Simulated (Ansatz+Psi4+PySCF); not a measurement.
## doublet H₄O₂(+) in separate pieces: levels of theory in one basis

```xyz
6

O     0.1193    0.0000   -3.0000
H    -0.4770    0.7632   -3.0000
H    -0.4770   -0.7632   -3.0000
O    -0.1193    0.0000    3.0000
H     0.5078   -0.8026    3.0000
H     0.4770    0.7632    3.0000
```

Basis set: cc-pVTZ (spherical functions). Correlated methods keep 2 orbitals frozen. Correlation on ROHF uses semicanonical orbitals with singles. Charge 1, multiplicity 2.

Computed with Ansatz (development build ahead of 0.2.0) and Psi4 1.11; each method stands on the lowest determinant of its kind that the runs found.

| method | E − E(ROHF) (eV) | <S²> of the determinant |
| --- | --- | --- |
| ROHF | 0.00 | 0.75 |
| UHF | -0.15 | 0.76 |
| ROHF-MP2 | -12.70 | – |
| UHF-MP2 | -12.69 | 0.76 |

Caution for ROHF-MP2, UHF-MP2: MP2 on this radical cation hangs on the determinant chosen.
